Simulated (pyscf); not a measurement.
Single points on ωB97X-D3(BJ)/def2-SVP structures (PySCF, gas phase).

SMILES: [WH]([F])([F])([NH2])([F])[F]
```xyz
9

N     -1.7479     0.2706    -1.3531
W     -0.1176     1.2810    -1.2621
F      0.7783     0.4137     0.1024
F      0.6676     2.8310    -0.5474
F     -0.1693     2.2458    -2.8379
F      0.3792    -0.1954    -2.3452
H     -1.7427    -0.5993    -1.8875
H     -2.6452     0.4883    -0.9358
H     -1.3649     2.0288    -0.4165
```

### Question
What is the homolytic dissociation enthalpy (298 K, ωB97M-D3(BJ)/def2-TZVP) of the N–W bond of H₂N–WH(F)(F)(F)–F (SMILES [NH2][WH]([F])([F])([F])[F]), to NH₂• + [F–WH(F)(F)–F]•?

### Answer
N–W to NH₂• + [F–WH(F)(F)–F]•: 2.95 eV. The 7 functionals that were run give +2.92 (M06-2X) to +3.38 eV (PBE). The radicals are drawn with the spin at the cut bond; how far it spreads was not checked. Open-shell species with a d-block atom are single-reference here; other states, and whether the spin sits on metal or ligand, were not checked. Elements past Kr carry the def2 core potentials, without spin-orbit coupling.
